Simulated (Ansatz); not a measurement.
A made-up structure of LiAlHCl, singlet:

Li1  (-2.493, 0.000, 0.266)
Al2  (0.091, 0.189, -0.125)
Cl3  (1.297, -1.398, 0.713)
H4  (1.951, -2.238, 1.511)
(Å)

It is relaxed with PBE-D4/def2-SVP and then PBE0-D4/def2-TZVP (Ansatz 0.2.0). Atoms count as bonded within 1.22 times the sum of their covalent radii (H–H: 0.88 Å). The end point is not checked to be a true minimum.

Question: Does its bonding change? (Judge from chemistry; the calculation decides.)

Answer: Computed: Yes. Formed: Li1–H4, Al2–H4; broken: Cl3–H4.

Where it ends: The first stage lowers the energy by 1.07 eV in 12 steps. It ends as LiAlHCl ([Cl][Al]1[H][Li]1):
| atom | x (Å) | y (Å) | z (Å) |
| --- | --- | --- | --- |
| Li1 | -1.7851 | -0.5022 | 0.6038 |
| Al2 | 0.5979 | -0.3164 | 0.0973 |
| Cl3 | 2.5007 | -1.2086 | 0.5246 |
| H4 | -0.4678 | -1.4192 | 1.1388 |

Labels in which every atom is bracketed show which atoms are joined, not bond orders.

For scale, one of the runs: PBE0-D4/def2-TZVP relaxation, 94 basis functions, launched by `ansatz run in.yaml --threads 2 --pin off --events-out ev --progress --plain --max-ram 4352MiB`. Hardware: 2 CPU threads of an Arm Neoverse V2, shared host. Wall time about 35 s.
